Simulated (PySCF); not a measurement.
The vertical singlet excitations below were computed for one of the candidates. The calculation used TDDFT B3LYP/def2-SVPD, vertical, gas phase, core orbitals frozen in the response in PySCF 2.14.0, density-fitted response routines. Geometries: GFN2-xTB, one conformer each.

```json
{"state": "S1", "E (eV)": "6.39", "f": "0.021", "main configurations (H = HOMO, L = LUMO)": "H→L+1 (83%), H→L (14%)"}
{"state": "S2", "E (eV)": "6.77", "f": "0.209", "main configurations (H = HOMO, L = LUMO)": "H→L (72%), H→L+2 (13%), H→L+1 (9%)"}
{"state": "S3", "E (eV)": "7.06", "f": "0.026", "main configurations (H = HOMO, L = LUMO)": "H→L+2 (80%)"}
{"state": "S4", "E (eV)": "7.22", "f": "0.039", "main configurations (H = HOMO, L = LUMO)": "H→L+3 (88%), H→L+4 (9%)"}
{"state": "S5", "E (eV)": "7.32", "f": "0.022", "main configurations (H = HOMO, L = LUMO)": "H→L+4 (82%), H→L+3 (10%)"}
{"state": "S6", "E (eV)": "7.89", "f": "0.0038", "main configurations (H = HOMO, L = LUMO)": "H→L+5 (91%)"}
{"state": "S7", "E (eV)": "7.95", "f": "0.0083", "main configurations (H = HOMO, L = LUMO)": "H→L+6 (93%)"}
{"state": "S8", "E (eV)": "8.01", "f": "0.0025", "main configurations (H = HOMO, L = LUMO)": "H-1→L (48%), H-2→L (42%)"}
```

Triplets computed (Tamm–Dancoff): 4.42, 6.29, 6.92 eV.

**Question.** Which structure fits? All have the formula C6H10.
A. `C[C@H]1CC12CC2`
B. `C=CC/C=C\C`
C. `C[C@H]1C=CCC1`

**Answer.** C. Its S1 lies at 6.39 eV; the nearest of the others has S1 at 6.08 eV. S1 is HOMO→LUMO+1 (83%), HOMO→LUMO (14%). Löwdin shares by element: HOMO carbon 78% or more (atoms not listed hold the other 22%); LUMO carbon 68% or more (atoms not listed hold the other 32%). At the same level the other candidates give, for their lowest levels:
- `C[C@H]1CC12CC2`: 7.15 eV (f 0.008); 7.48 eV (f 0.023); 7.57 eV (f 0.013); 7.66 eV (f 0.021); 7.71 eV (f 0.022); T1 7.06 eV; HOMO -7.39, LUMO 0.64 eV
- `C=CC/C=C\C`: 6.08 eV (f 0.196); 6.51 eV (f 0.006); 6.61 eV (f 0.128); 7.05 eV (f 0.008); 7.08 eV (f 0.025); T1 4.39 eV; HOMO -6.82, LUMO -0.17 eV
